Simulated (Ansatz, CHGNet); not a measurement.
For bcc Mo, the machine-learned potential CHGNet 0.3.0 (trained on PBE and PBE+U data) gives:

| Item | Value |
|---|---|
| equilibrium lattice constant a | 3.169 Å |
| elastic constant C11 | 378 GPa |
| elastic constant C44 | 41.2 GPa |
| Voigt–Reuss–Hill shear modulus | 45.5 GPa |

Q: What does r²SCAN in Ansatz (PAW) give for the same quantities?

A: 
- lattice constant a: 3.151 Å (decreases by 0.6 %)
- elastic constant C11: 488 GPa (grows by 29 %)
- elastic constant C44: 104 GPa (rises by 150 %)
- Voigt–Reuss–Hill shear modulus: 125 GPa (increases by 170 %)

For comparison: lattice constant a 3.141 Å (measured, static lattice: zero-point anharmonic expansion removed; as tabulated in Mejia-Rodriguez and Trickey (2018), arXiv:1807.09216); elastic constant C11 478 GPa (measured, 0 K, 300 K values taken to 0 K by the source's computed thermal shift; zero-point effects included; as tabulated in Gong and Corso (2024), arXiv:2406.16634); elastic constant C44 112 GPa (measured, 0 K, 300 K values taken to 0 K by the source's computed thermal shift; zero-point effects included; as tabulated in Gong and Corso (2024), arXiv:2406.16634).

Changes are worked out from the printed values.

Unless a cell is named, each level is at its own relaxed cell (CHGNet 0.3.0 15.91, r²SCAN 15.64 Å³/atom).

Caveats: shear constants of such metals converge slowly with the k mesh (r²SCAN). Ansatz's density-functional and Hartree–Fock values are scalar-relativistic unless marked +SOC, with PAW data made under PBE.

Ansatz is a first-principles code.
